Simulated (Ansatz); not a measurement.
```xyz
4

N     0.0001    0.5500    2.8000
N    -0.0001   -0.5500    2.8000
F     0.7100    0.0000    0.0000
F    -0.7100    0.0000    0.0000
```

RHF on singlet N₂F₂ was run in several spherical basis sets with Ansatz (development build ahead of 0.2.0).

(1) Rank the basis sets by the total energy that they give, lowest first, with the distance from the lowest.
A. def2-SVP
B. 6-31G
C. cc-pVDZ

## Answers

(1) C (0.00 eV), B (3.40 eV), A (7.65 eV).

Totals follow the description of the cores as much as that of the bonds, so this order isn't one of quality for chemistry.
